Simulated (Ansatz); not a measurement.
# CSSi (SMILES C1#[Si]S1): one structure at several levels

One table from this session's results is given with a row withheld; the runs are named, their logs left out.

Method: single points in def2-TZVPP; program: Ansatz 0.2.0, Gaussian basis.

Correlated methods freeze the cores.

### Starting geometry

SMILES `C1#[Si]S1`, 3 atoms, charge 0, spin multiplicity 1.

Atoms are counted from 1 here; the program's logs count them from 0.

Bond lengths: C1–Si2 1.894 Å, C1–S3 1.729 Å, Si2–S3 2.213 Å. Angles: Si2–C1–S3 75.1°, C1–Si2–S3 49.0°, C1–S3–Si2 55.8°.

As a file:

```mol
CSSi
  3D, bonds by distance, orders not assigned

  3  3  0  0  0  0  0  0  0  0999 V2000
    0.5715    0.6658    0.3723 C   0  0
   -1.0522    0.3745   -0.5587 Si  0  0
    0.4988   -1.0452    0.1322 S   0  0
  1  2  8  0
  1  3  8  0
  2  3  8  0
M  END
```

Set-up of the first run:

File run/in.yaml:

```yaml
crystal:
  periodic: [false, false, false]
  atoms:
    - {symbol: C, position_ang: [0.571500, 0.665800, 0.372300]}
    - {symbol: Si, position_ang: [-1.052200, 0.374500, -0.558700]}
    - {symbol: S, position_ang: [0.498800, -1.045200, 0.132200]}
basis:
  gaussian: {orbitals: def2-TZVPP}
correlation: {method: ccsd_t}
output: {forces: true}
```

Started as:

```sh
$ ansatz run in.yaml --threads 4 --pin off --events-out ev --progress --plain --max-ram 5222MiB
```

Among the steps run: CCSD(T)/def2-TZVPP; PBE0-D4/def2-TZVPP; wB97M-V/def2-TZVPP; r2SCAN-D4/def2-TZVPP; PBE-D4/def2-TZVPP; BHLYP-D4/def2-TZVPP; revPBE-D4/def2-TZVPP.

One of the session's tables, all rows but one given; the rest of the session is left out.

```
   method  RMS force component (eV/Å)  angle to CCSD(T) forces (°)  dipole (D)
  CCSD(T)                       0.598                    reference        2.08
  PBE0-D4                       0.798                         18.8        2.10
  wB97M-V                       0.813                         24.8        2.37
r2SCAN-D4                       0.729                          9.9        1.97
   PBE-D4                       0.606                          8.2        1.96
 BHLYP-D4                           ?                            ?           ?
revPBE-D4                       0.598                         17.1        1.91
```

**Question.** Estimate the row for BHLYP-D4.

**Answer.** RMS force component (eV/Å): 0.879; angle to CCSD(T) forces (°): 29.5; dipole (D): 2.34. In the column «RMS force component (eV/Å)» it is the highest.
